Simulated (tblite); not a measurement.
Species: C5H11O (doublet state).
Structure used (GFN2-xTB), in Å, numbered top down from 1:
```
atom  x, y, z in Å
C1    -2.5146    0.2799    0.2281
C2    -1.2483   -0.5558    0.2333
C3    -0.0108    0.3533   -0.1228
O4    -0.0656    0.7634   -1.3599
C5     1.2566   -0.5516    0.1253
C6     2.5162    0.2873    0.0150
H7    -3.3697   -0.3523    0.4626
H8    -2.6653    0.7290   -0.7498
H9    -2.4595    1.0734    0.9703
H10   -1.0813   -0.9988    1.2153
H11   -1.3059   -1.3423   -0.5185
H12    0.0202    1.1853    0.6178
H13    1.2535   -1.3371   -0.6300
H14    1.1736   -0.9955    1.1175
H15    2.5207    1.0807    0.7595
H16    2.5844    0.7372   -0.9718
H17    3.3887   -0.3440    0.1779
```

Method: GFN2-xTB as coded in tblite; computed harmonic values from a numerical Hessian at the method's own geometry, unscaled. Errors from tens to a few hundred cm⁻¹ against measured bands are possible. One conformer, not necessarily the lowest. Open shells enter through the occupations alone, without spin polarisation, and single modes of such species can be off by tens of per cent.

Harmonic wavenumbers (cm⁻¹): 82.0, 85.6, 182.6, 183.6, 218.9, 245.3, 326.4, 327.7, 415.4, 652.6, 790.4, 801.1, 829.0, 948.8, 1020.3, 1024.2, 1045.2, 1071.5, 1096.4, 1097.6, 1223.1, 1227.9, 1242.3, 1254.8, 1314.0, 1321.8, 1396.8, 1397.0, 1447.4, 1456.7, 1472.0, 1472.4, 1492.3, 1492.8, 2686.7, 2978.1, 2985.8, 3000.8, 3004.6, 3012.8, 3015.6, 3033.3, 3034.7, 3053.9, 3055.2.

A = 7698, B = 1937, C = 1712 MHz; mass 87.081 u (most abundant isotopes); point group Cs, symmetry number 1; spin multiplicity 2.

Q: What is the zero-point energy?

A: ½Σν̃ = 32259 cm⁻¹ = 385.90 kJ/mol.

Q: Entropy at 350 K, 1 bar (ideal gas, RRHO, classical rotation)?

A: Translation 167.90, rotation 114.69, vibration 105.48, spin (R ln 2) 5.76: S = 393.8 J/(mol K).

Q: And Cp and H(350 K) − H(0)?

A: Cp = 146.24 J/(mol K), of which vibrations give 112.98 (their classical limit is 45 R = 374.2); H(350 K) − H(0) = 31.52 kJ/mol without the zero-point energy, 19.88 from vibrations.

Q: What must be added to the electronic energy to get the Gibbs energy at 350 K and 1 bar?

A: ZPE + [H(350 K) − H(0)] − T·S = 385.90 + 31.52 − 137.84 = 279.58 kJ/mol.

Q: How do the functions run with temperature in this model?

A: 
```tsv
T (K)	S (J/(mol K))	Cp (J/(mol K))	H − H(0) (kJ/mol)	G − H(0) (kJ/mol)	ln q(vib)
100	269.5	69.0	4.81	-22.14	0.96
200	327.0	98.7	13.28	-52.13	2.90
300	372.6	129.3	24.63	-87.16	4.88
500	454.3	194.2	57.15	-169.98	8.78
800	561.8	263.2	126.59	-322.84	14.55
1000	624.0	294.3	182.49	-441.54	18.22
```

q(vib) and H(0) count from the zero-point level.

Hindered rotation and anharmonicity are outside this model. Other conformers, if any are populated, would add a mixing term that is left out.
